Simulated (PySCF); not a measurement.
Species: dimethylphosphine, C₂H₇P.
Numbering: `[CH3:1][PH:2][CH3:3]` (hydrogens: H4, H5, H6 on C1; H7 on P2; H8, H9, H10 on C3)

The same species was optimised twice, with GFN2-xTB and with PBE0-D3(BJ)/def2-SVP (PySCF), and the same property calculations (PySCF, gas phase) were run on both structures.

```
   coordinate  GFN2-xTB  PBE0-D3(BJ)/def2-SVP  change
    P2–H7 (Å)     1.403                 1.430  +0.027
    C1–H4 (Å)     1.088                 1.100  +0.012
    C1–H6 (Å)     1.088                 1.101  +0.013
    C3–H8 (Å)     1.088                 1.100  +0.012
    C3–H9 (Å)     1.089                 1.101  +0.012
    C1–H5 (Å)     1.089                 1.101  +0.012
   C3–H10 (Å)     1.089                 1.101  +0.012
    C1–P2 (Å)     1.852                 1.854  +0.002
    P2–C3 (Å)     1.853                 1.855  +0.002
 P2–C1–H6 (°)     111.5                 113.4    +1.9
 P2–C3–H9 (°)     111.5                 113.3    +1.8
 C1–P2–C3 (°)      98.1                  99.9    +1.8
 C1–P2–H7 (°)      95.4                  97.0    +1.6
 C3–P2–H7 (°)      95.4                  96.9    +1.5
 H4–C1–H5 (°)     108.4                 107.5    -0.9
H8–C3–H10 (°)     108.4                 107.5    -0.9
 H8–C3–H9 (°)     109.6                 108.9    -0.7
```

Rotational constants: A = 15724, B = 7170, C = 5460 MHz (GFN2-xTB) against A = 15954, B = 6955, C = 5368 MHz (PBE0-D3(BJ)/def2-SVP). Point groups within 0.08 Å: Cs and Cs.

On the GFN2-xTB structure: HOMO (eV) -6.79 [PBE0/pcSseg-1]; LUMO (eV) 0.92 [PBE0/pcSseg-1]; dipole (D) 1.32 [PBE0/pcSseg-1]; GIAO shielding of C1/C3 (mean) (ppm) 176.2 [PBE0/pcSseg-1]; GIAO shielding of P2 (ppm) 441.6 [PBE0/pcSseg-1].

Question: What do these properties become on the PBE0-D3(BJ)/def2-SVP structure?

Answer: 
| property | level | on GFN2-xTB | on PBE0-D3(BJ)/def2-SVP | change |
| --- | --- | --- | --- | --- |
| HOMO (eV) | PBE0/pcSseg-1 | -6.79 | -6.72 | +0.07 |
| LUMO (eV) | PBE0/pcSseg-1 | 0.92 | 0.91 | -0.01 |
| dipole (D) | PBE0/pcSseg-1 | 1.32 | 1.33 | +0.01 |
| energy, GFN2-xTB geometry as zero (kcal/mol) | PBE0/pcSseg-1 | 0.0 | -0.6 | -0.6 |
| GIAO shielding of C1/C3 (mean) (ppm) | PBE0/pcSseg-1 | 176.2 | 174.7 | -1.5 |
| GIAO shielding of P2 (ppm) | PBE0/pcSseg-1 | 441.6 | 428.1 | -13.5 |

The heavy atoms differ by 0.019 Å rms after alignment. Among all bonds P2–H7 changes most (+0.027 Å). Changes are differences of the printed values. Neither structure is proved a minimum here.
